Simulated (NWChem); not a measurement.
System: C2H3F; SMILES C=CF

The following NWChem deck was run.

```
start job
memory heap 200 mb stack 900 mb global 1100 mb
geometry units angstroms noautoz
  C     -0.236674     1.168760     0.000000
  C      0.424893     0.019725     0.000000
  F     -0.184020    -1.161365     0.000000
  H     -1.328429     1.191023     0.000000
  H      0.316275     2.108353     0.000000
  H      1.515840    -0.075106     0.000000
end
basis spherical
  C library 6-311g**
  F library 6-311g**
  H library 6-311g**
end
dft
  xc pbe0
  iterations 150
  mulliken
end
task dft energy
```

Coordinates come from a PBE0/def2-SVP optimisation.

Q: Predict the main results of this run. (PBE0/6-311G** (spherical d).) Quantities: basis functions; energy (Ha); highest occupied level (eV); orbital gap (eV); dipole (D).

A: 
```
Quantity                      Result
---------------------------  -------
number of basis functions         72
energy (Ha)                  -177.68
highest occupied level (eV)    -7.59
orbital gap (eV)                8.06
dipole (D)                      1.29
```
